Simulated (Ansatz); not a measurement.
**TbCl3: a ladder of methods and basis sets**

The task here is to estimate one member of a computed series from the others.

The runs use Ansatz 0.2.0, Gaussian basis; as each input shows.

Levels to be run: PBE-D4/def2-TZVP, r2SCAN-D4/def2-TZVP, r2SCAN0-D4/def2-TZVP, ωB97X-V/def2-TZVP, BHLYP-D4/def2-TZVP, B3LYP-D4/def2-TZVP, PBE-D4/def2-SVP, PBE0-D4/def2-SVP, CCSD(T)/def2-SVP, MP2/def2-TZVP, RPA/def2-TZVP.

2 further runs of the same task are left out: 2 that didn't finish.

### The relaxed structure

The geometry is that of the septet, from an earlier relaxation (B3LYP-D4/def2-SVP).

4 atoms, charge 0, spin multiplicity 7.

Atoms are counted from 1 here; the program's logs count them from 0.

Bond lengths: Tb1–Cl2 2.460 Å, Tb1–Cl3 2.460 Å, Tb1–Cl4 2.460 Å. Angles: Cl2–Tb1–Cl3 119.3°, Cl2–Tb1–Cl4 119.6°, Cl3–Tb1–Cl4 119.4°.

Tb takes a core potential in the def2 sets. No spin-orbit coupling is included.

PBE0-D4/def2-TZVP was run before; its log isn't repeated, and its numbers join the tables.

Set-up of the first run:

start.molden holds the orbitals of an earlier run on this state, given as this run's starting guess.

Contents of in.yaml:

```yaml
crystal:
  periodic: [false, false, false]
  atoms:
    - {symbol: Tb, position_ang: [0.001830, -0.001271, -0.144305]}
    - {symbol: Cl, position_ang: [2.451649, -0.020489, 0.075023]}
    - {symbol: Cl, position_ang: [-1.204925, 2.134066, 0.040760]}
    - {symbol: Cl, position_ang: [-1.248544, -2.112305, 0.028523]}
basis:
  gaussian: {orbitals: def2-TZVP, initial_orbitals: start.molden}
magnetization: {spin_polarized: true, initial_magnetization: 6}
hamiltonian: {xc: pbe, dispersion: d4}
scf: {omitted_lower_state_checks: [starts]}
output: {forces: true, orbitals: {seedname: orbitals}}
```

On the command line:

```console
ansatz run in.yaml --threads 4 --pin off --events-out ev --progress --plain --max-ram 8704MiB
```

Among the steps run: PBE-D4/def2-TZVP; r2SCAN-D4/def2-TZVP; r2SCAN0-D4/def2-TZVP; ωB97X-V/def2-TZVP; BHLYP-D4/def2-TZVP; B3LYP-D4/def2-TZVP; PBE-D4/def2-SVP; PBE0-D4/def2-SVP; CCSD(T)/def2-SVP; MP2/def2-TZVP; RPA/def2-TZVP.

One of the session's tables, all rows but one given; the rest of the session is left out.

```
               level  HOMO (eV)  LUMO (eV)  gap (eV)
     PBE-D4/def2-SVP          ?          ?         ?
    PBE-D4/def2-TZVP      -6.79      -6.05      0.74
 r2SCAN-D4/def2-TZVP      -6.74      -5.02      1.72
  B3LYP-D4/def2-TZVP      -8.77      -3.58      5.19
    PBE0-D4/def2-SVP      -8.83      -3.08      5.76
   PBE0-D4/def2-TZVP      -9.06      -3.19      5.87
r2SCAN0-D4/def2-TZVP      -9.30      -2.90      6.41
  BHLYP-D4/def2-TZVP     -10.27      -2.49      7.78
   ωB97X-V/def2-TZVP     -11.46      -1.36     10.09
```

**Question.** Estimate the row for PBE-D4/def2-SVP.

As computed: HOMO (eV): -6.57; LUMO (eV): -5.83; gap (eV): 0.74. In the column «HOMO (eV)» it is the highest.
